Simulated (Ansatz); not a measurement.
A made-up structure of LiAlH$_{2}$, closed shell:

Li1  (0.176, 0.050, -0.013)
Al2  (-2.355, -0.675, 0.170)
H3  (1.396, -0.604, 0.769)
H4  (0.751, 1.220, -0.924)
(Å)

It is relaxed with PBE-D4/def2-SVP and then PBE0-D4/def2-TZVP (Ansatz 0.2.0). Atoms count as bonded within 1.22 times the sum of their covalent radii (H–H: 0.88 Å). The end point is not checked to be a true minimum.

Task: Does its bonding change? (A judgement: the text doesn't fix the answer.)

Result: By the calculation: Yes. Formed: Al2–H3, Al2–H4; broken: none.

Where it ends: The first stage lowers the energy by 4.22 eV in 12 steps. It ends as LiAlH₂ ([H]1[Li]2[H][Al]12):
```json
{"atom": "Li1", "x (Å)": "1.2311", "y (Å)": "0.3530", "z (Å)": "-0.0890"}
{"atom": "Al2", "x (Å)": "-1.3032", "y (Å)": "-0.3737", "z (Å)": "0.0942"}
{"atom": "H3", "x (Å)": "0.3151", "y (Å)": "-0.8279", "z (Å)": "0.7727"}
{"atom": "H4", "x (Å)": "-0.2748", "y (Å)": "0.8394", "z (Å)": "-0.7756"}
```

Labels in which every atom is bracketed show which atoms are joined, not bond orders.

For scale, one of the runs: PBE0-D4/def2-TZVP relaxation, 63 basis functions, launched by `ansatz run in.yaml --threads 2 --pin off --events-out ev --progress --plain --max-ram 4352MiB`. The run took about 2.9 s on 2 CPU threads of an Arm Neoverse V1 (shared host).
